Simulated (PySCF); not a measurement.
CH6Si, SMILES C[SiH3]. Geometry optimised at B3LYP-D3(BJ)/def2-TZVP. The isomer is the one that the SMILES or the coordinates give; other isomers of the formula were not compared.

Computed equilibrium geometry at B3LYP-D3(BJ)/def2-TZVP (PySCF confirms it by a frequency run) as Cartesian coordinates in Å, and its point group:
point group C3v.
```xyz
8

Si     0.0000     0.0000    -0.6340
C      0.0000     0.0000     1.2421
H      1.2024    -0.6942    -1.1564
H      0.0000     1.3884    -1.1564
H     -1.2024    -0.6942    -1.1564
H      0.0000    -1.0198     1.6311
H     -0.8832     0.5099     1.6311
H      0.8832     0.5099     1.6311
```
Charge 0, spin multiplicity 1.
